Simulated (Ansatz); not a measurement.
Ideal-gas functions of C2H2ClFS (`FC(Cl)C=S`) at 800 K and 1 bar, from an Ansatz frequency run at PBE0-D4/def2-TZVP.

Molar mass 112.56 g/mol, point group C1 (symmetry number 1), electronic degeneracy 1, moments of inertia 91.019, 282.933, 355.626 u Å². Harmonic wavenumbers (cm⁻¹, unscaled): 78, 269, 306, 354, 463, 743, 890, 1036, 1104, 1174, 1233, 1315, 1415, 3117, 3147.

Use S(trans) = R[1.5 ln M + 2.5 ln T − 1.1517]; rotational temperatures θ = 24.2544 K / I; S(rot) = R[ln(√π/σ · √(T³/θAθBθC)) + 1.5]; for each mode x = 1.438777 ν̃/T, S = R[x/(eˣ − 1) − ln(1 − e⁻ˣ)] and H = RT x/(eˣ − 1); 1 cm⁻¹ = 0.0119627 kJ/mol; R = 8.31446 J/(mol·K).

**Question.** By hand: the entropy, in J/(mol·K).

**Answer.** Translation 188.3. Rotation: θ = 0.2665, 0.0857, 0.0682 K, giving 127.5. Vibration, mode by mode: 24.65, 14.43, 13.38, 12.21, 10.07, 6.50, 5.24, 4.25, 3.86, 3.49, 3.21, 2.86, 2.48, 0.20, 0.19, in all 107.0. Electronic 0.0. Sum 422.8 J/(mol·K).

**Question.** By hand: H − E and G − E in kJ/mol, counted from the electronic energy.

**Answer.** Zero-point energy ½ × 16644 × 0.0119627 = 99.6; thermal vibration 42.7; translation, rotation and pV give 4 RT = 26.6. H − E = 168.9 kJ/mol, and G − E = 168.9 − 800 × 422.8/1000 = -169.3 kJ/mol.

Vibration gives 25 % of the entropy, 24.7 J/(mol·K) of it from the mode under 150 cm⁻¹: soft modes count most, and the harmonic formula is weakest for them. The sum counts one conformer and one mirror image; others add a mixing term.
